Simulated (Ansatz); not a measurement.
A displaced shape of singlet H2O:

```xyz
3

O    -0.0173   -0.0309   -0.1549
H    -0.0443    0.7473    0.5008
H     0.0490   -0.7606    0.4864
```

It was optimised with HF/def2-SVP in Ansatz (development build ahead of 0.2.0) to forces under 0.001 eV/Å, with restricted orbitals. Each step stands on the lowest determinant of that kind that the program's search found.

Problem. What shape does it relax to, and how does the optimisation go?

Solution.

```yaml
atoms:
  - { symbol: O, position_ang: [-0.0167, -0.0151, -0.1053] }
  - { symbol: H, position_ang: [-0.0445, 0.7344, 0.4696] }
  - { symbol: H, position_ang: [0.0486, -0.7635, 0.4679] }
```

Bond lengths: O1–H2 0.945 Å, O1–H3 0.945 Å. Angles: H2–O1–H3 105.1°.

```json
{"step": "1", "E − E(start) (eV)": "0.0000", "largest force (eV/Å)": "3.7246"}
{"step": "2", "E − E(start) (eV)": "-0.1619", "largest force (eV/Å)": "1.1571"}
{"step": "3", "E − E(start) (eV)": "-0.1762", "largest force (eV/Å)": "0.2263"}
{"step": "4", "E − E(start) (eV)": "-0.1774", "largest force (eV/Å)": "0.0383"}
{"step": "5", "E − E(start) (eV)": "-0.1775", "largest force (eV/Å)": "0.0066"}
{"step": "6", "E − E(start) (eV)": "-0.1775", "largest force (eV/Å)": "0.0015"}
{"step": "7", "E − E(start) (eV)": "-0.1775", "largest force (eV/Å)": "0.0000"}
```

The optimisation ended after 7 steps with its threshold met.
